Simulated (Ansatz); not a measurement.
Basis-set extrapolation for `CC=C=C(C)F` (PBE0-D4/def2-TZVP geometry, frozen core, Ansatz 0.2.0). Multiplicity 1, RHF reference.

```json
{"": "HF", "def2-TZVPP": "-292.905303", "def2-QZVPP": "-292.918207"}
{"": "MP2 correlation", "def2-TZVPP": "-1.061887", "def2-QZVPP": "-1.137760"}
{"": "CCSD(T) correlation", "def2-TZVPP": "-1.150156", "def2-QZVPP": "not run"}
```

Energies in hartree. Use E(X) = E(∞) + A·exp(−7.88·√X) for Hartree–Fock and E(X) = E(∞) + B·X^(−2.97) for correlation, with X = 3 and 4, and add CCSD(T) minus MP2 of the smaller set to the MP2 limit.

Question: What is the CCSD(T) energy at the basis-set limit?

Answer: HF limit: -292.918207 + (-0.012904) × 0.13774 = -292.91998. MP2 limit: -1.137760 + (-0.075873) × 0.74074 = -1.19396. Higher-order term: -1.150156 − (-1.061887) = -0.08827. Total: -294.20221 hartree, 92.1 kcal/mol below CCSD(T)/def2-TZVPP.
